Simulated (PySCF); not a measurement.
Beryllium: a sound run and one with changed settings

Sound run: Be [He] 2s2, Be+ [He] 2s1. All numbers are calculated (PySCF 2.14, no relativity, point nucleus, in cc-pVTZ). In the sound run the correlated levels freeze 1s2. The sound run starts from symmetry-adapted Hartree-Fock orbitals and uses a fine grid where one is needed.

A second run was set up differently.

```csv
species,method,sound run (hartree),changed run (hartree),converged
Be,UHF,-14.57287,-14.57287,yes
Be,TPSS,-14.67075,-14.67075,yes
Be,B3LYP,-14.67245,-14.67245,yes
Be,MP2,-14.60105,-14.58736,yes
Be,CCSD(T),-14.61843,-14.61843,yes
Be+,UHF,-14.27724,-14.27724,yes
Be+,TPSS,-14.33770,-14.33770,yes
Be+,B3LYP,-14.33765,-14.33765,yes
```

Ionisation energy of Be:

```tsv
method	sound run (eV)	changed run (eV)
UHF	8.045	8.045
TPSS	9.063	9.063
B3LYP	9.110	9.110
MP2	8.811	8.439
SCS-MP2	8.965	8.518
CCSD	9.284	9.284
CCSD(T)	9.284	9.284
CCSDT	9.284	9.284
FCI	9.284	9.284
```

What was changed?
A. basis contracted for another Hamiltonian
B. a valence shell is frozen
C. level shift left on
D. minimal basis

C. It used initial guess minao, at most 50 SCF cycles, level shift 0.5 hartree. A level shift leaves the converged SCF energy unchanged but raises the virtual orbital energies, which shrinks MP2 if it is not removed.
